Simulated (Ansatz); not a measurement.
We consider CaB6-type LaB6, described by rVV10 in Ansatz (PAW).

Numerical settings: plane-wave cutoff 520 eV, 14×14×14 k mesh, Fermi–Dirac smearing 0.05 eV, scalar-relativistic PAW data made under PBE.

Computed points:

| V (Å³/atom) | E − E_lowest (meV/atom) | P (GPa) |
|---|---|---|
| 9.885 | 9.56 | 7.67 |
| 10.091 | 2.32 | 3.66 |
| 10.297 | 0.00 | 0.01 |
| 10.503 | 2.16 | -3.31 |
| 10.709 | 8.39 | -6.33 |

Task: Estimate the bulk modulus from the pressures at 10.091 and 10.503 Å³/atom, and compare it with a fit to all energies.

Result: B = −V dP/dV. Between V = 10.091 and 10.503 Å³/atom, dP/dV = (-3.31 − (3.66))/(10.503 − 10.091) = -16.9 GPa per Å³/atom; at the midpoint 10.297 Å³/atom this gives B ≈ 174 GPa. The third-order Birch–Murnaghan fit gives V0 = 10.297 Å³/atom, B0 = 174 GPa, B′ = 3.7, which lies within 1 % of that estimate.

Shape and atoms are relaxed at each volume.

Measured, for comparison: bulk modulus 164 ± 2 GPa (room temperature, no zero-point or thermal correction, isothermal; as tabulated in LaB6 under pressure, Phys. Rev. B 80, 172104 (doi 10.1103/PhysRevB.80.172104)); equilibrium volume per atom 10.26 Å³/atom (296 K, no zero-point or thermal correction; as tabulated in Tsubota and Kitagawa (2017), doi:10.1038/s41598-017-15766-y). Computed (rounded) less measured: bulk modulus +6 %, equilibrium volume per atom +0.4 %. A static lattice is as a rule a little smaller and stiffer than an uncorrected measurement, which narrows the difference in the bulk modulus and would widen misses of the other sign.

Note: the bulk modulus comes from volumes at which shape and atoms were relaxed.

Spin–orbit coupling is not included.

Ansatz is a first-principles code.
